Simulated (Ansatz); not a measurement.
Saddle search on SiH2S, closed shell by partitioned rational-function steps on PBE0-D4/def2-TZVP gradients (Ansatz 0.2.0), from this start:

```
4
angstrom
H -1.3534 -0.2056 0.0881
S -0.4672 0.5661 -1.3194
Si 0.1641 -0.1975 0.4644
H 1.6564 -0.1629 0.7669
```

```json
{"step": "1", "energy less the last (meV)": "32.6", "largest force (eV/Å)": "0.323", "curvature followed (eV/Å²)": "-15.73"}
{"step": "2", "energy less the last (meV)": "29.8", "largest force (eV/Å)": "0.195", "curvature followed (eV/Å²)": "-15.78"}
{"step": "3", "energy less the last (meV)": "27.3", "largest force (eV/Å)": "0.144", "curvature followed (eV/Å²)": "-15.66"}
{"step": "4", "energy less the last (meV)": "22.1", "largest force (eV/Å)": "0.122", "curvature followed (eV/Å²)": "-15.50"}
{"step": "5", "energy less the last (meV)": "11.0", "largest force (eV/Å)": "0.364", "curvature followed (eV/Å²)": "-14.87"}
{"step": "6", "energy less the last (meV)": "1.8", "largest force (eV/Å)": "0.090", "curvature followed (eV/Å²)": "-14.55"}
{"step": "7", "energy less the last (meV)": "161.1", "largest force (eV/Å)": "0.999", "curvature followed (eV/Å²)": "-12.73"}
{"step": "8", "energy less the last (meV)": "19.3", "largest force (eV/Å)": "0.301", "curvature followed (eV/Å²)": "-13.67"}
{"step": "9", "energy less the last (meV)": "3.7", "largest force (eV/Å)": "0.076", "curvature followed (eV/Å²)": "-14.02"}
{"step": "10", "energy less the last (meV)": "0.4", "largest force (eV/Å)": "0.073", "curvature followed (eV/Å²)": "-14.19"}
{"step": "11", "energy less the last (meV)": "0.0", "largest force (eV/Å)": "0.004", "curvature followed (eV/Å²)": "-14.18"}
```

The search ended at:

| atom | x (Å) | y (Å) | z (Å) |
| --- | --- | --- | --- |
| H1 | -1.2417 | -0.3791 | 0.0434 |
| S2 | -0.4538 | 0.5745 | -1.3074 |
| Si3 | 0.1278 | 0.1343 | 0.5997 |
| H4 | 1.5676 | -0.3298 | 0.6643 |
